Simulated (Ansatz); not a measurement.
# PH3F+ (SMILES F[PH3+]): BCCD(T)/STO-3G

What is the vertical ionisation energy of PH3F+ at BCCD(T)/STO-3G? 

The calculation is run with Ansatz 0.2.0.

3 further runs of the same task are left out: 1 that didn't finish, 2 set aside as unsound or not needed.

## Step 1: The structure to begin with

The species is PH3F+ (5 atoms), meant as a singlet with charge +1. SMILES: `F[PH3+]`. The shape is that of a GFN2-xTB optimisation.

Bond lengths: F1–P2 1.558 Å, P2–H3 1.382 Å, P2–H4 1.383 Å, P2–H5 1.383 Å. Angles: F1–P2–H3 102.8°, F1–P2–H4 102.8°, F1–P2–H5 102.8°, H3–P2–H4 115.3°, H3–P2–H5 115.3°, H4–P2–H5 115.3°.

## Step 2: A single-point energy at BCCD(T)/STO-3G

in.yaml

```yaml
crystal:
  periodic: [false, false, false]
  atoms:
    - symbol: F
      position_ang: [-1.365490, 0.250400, 0.341100]
    - symbol: P
      position_ang: [0.122590, -0.022380, -0.030680]
    - symbol: H
      position_ang: [0.038180, -0.428620, -1.349370]
    - symbol: H
      position_ang: [0.486130, -1.008290, 0.868130]
    - symbol: H
      position_ang: [0.718590, 1.208890, 0.170830]
basis:
  gaussian: {orbitals: STO-3G}
total_charge: 1
correlation: {method: bccd_t, frozen_orbitals: {F: 1, H: 0, P: 5}}
accuracy: high
scf: {omitted_lower_state_checks: [cluster_reference, increment]}
```

On the command line:

```console
ansatz run in.yaml --threads 1 --pin off --max-ram 2610MiB --events-out events.jsonl --progress --plain --runs-dir runs
```

What it wrote, shortened:

```text
Warning: RAYON_NUM_THREADS=1 ignored (pool sized by the plan → 1); use --threads N
Functional definition: HF
  name "HF"
[...]
290 factors; integrals over basis functions are off by at most 3.3e-8 eV
[...]
mean field -11876.29340309 eV, -436.4457325229 hartree, gradient 2.8e-8 eV, S^2 0.000000; 0 other end points of the search recorded, 0 dependent functions left out
6 core orbitals not correlated: weight in the atoms' cores, before any rotation towards them, 1.000 or more for the frozen orbitals, at most 0.000 for the correlated occupied ones
reference -11876.29340309 eV, -436.4457325229 hartree; 7, 7 occupied and 4, 4 virtual orbitals, 290 factors
second order -1.66197355 eV of doubles, -0.00000000 eV of singles
cycle   1  -2.09978411 eV  change   -4.4e-1 eV  update   6.2e-2
[...]
cycle  18  -2.34988434 eV  change  -4.4e-10 eV  update  9.0e-10
perturbative correction -0.05097539 eV, -0.0018733109 hartree
Total energy: -11878.69426282 eV, -436.5339624906 hartree
Checks for a lower state left out: cluster_reference, increment
```

Wall time 0.12 s (1 thread of Intel Xeon Platinum 8559C (Emerald Rapids), shared host).

## Step 3: Doublet [PH3F]2+ at the same level

in.yaml, as its differences from that of step 2:

```diff
@@ -14,6 +14,13 @@
 basis:
-  gaussian: {orbitals: STO-3G}
-total_charge: 1
-correlation: {method: bccd_t, frozen_orbitals: {F: 1, H: 0, P: 5}}
+  gaussian:
+    orbitals: STO-3G
+total_charge: 2
+magnetization:
+  spin_polarized: true
+  initial_magnetization: 1
+correlation:
+  method: bccd_t
+  frozen_orbitals: {F: 1, H: 0, P: 5}
 accuracy: high
-scf: {omitted_lower_state_checks: [cluster_reference, increment]}
+scf:
+  omitted_lower_state_checks: [cluster_reference, increment]
```

On the command line:

```console
ansatz run in.yaml --threads 1 --pin off --max-ram 2610MiB --events-out events.jsonl --progress --plain --runs-dir runs
```

What it wrote, shortened:

```text
Warning: RAYON_NUM_THREADS=1 ignored (pool sized by the plan → 1); use --threads N
[...]
6 core orbitals not correlated: weight in the atoms' cores, before any rotation towards them, 1.000 or more for the frozen orbitals, at most 0.000 for the correlated occupied ones
[...]
cycle 218  -1.90886738 eV  change    7.0e-5 eV  update   8.1e-5
[...]
cycle 254  -1.90856541 eV  change   -1.4e-9 eV  update  3.4e-10
perturbative correction -0.02659275 eV, -0.0009772656 hartree
Total energy: -11860.84095911 eV, -435.8778656805 hartree
Checks for a lower state left out: cluster_reference, increment
```

Run time: 0.96 s. Hardware: 1 thread of Intel Xeon Platinum 8559C (Emerald Rapids), shared host.

## Step 4: Summary of results

At BCCD(T)/STO-3G, 6 core orbitals frozen:

| quantity | value |
| --- | --- |
| singlet PH3F+: total energy | -436.53396 Eh |
| singlet PH3F+: correlation energy (6 core orbitals frozen) | -88.2 mEh |
| singlet PH3F+: (T) correction | -1.87 mEh |
| doublet [PH3F]2+: total energy | -435.87787 Eh |
| doublet [PH3F]2+: correlation energy (6 core orbitals frozen) | -71.1 mEh |
| doublet [PH3F]2+: (T) correction | -0.98 mEh |
| doublet [PH3F]2+: ⟨S²⟩ of the reference determinant | 0.754 |
| vertical ionisation energy (to the doublet dication) | 17.853 eV |

In words: The vertical ionisation energy comes to 17.85 eV (412 kcal/mol). In a minimal basis such a difference can be off by several eV, whatever the method. The triples (singlet PH3F+) make up 2.1 % of the correlation energy. The triples (doublet [PH3F]2+) make up 1.4 % of the correlation energy.
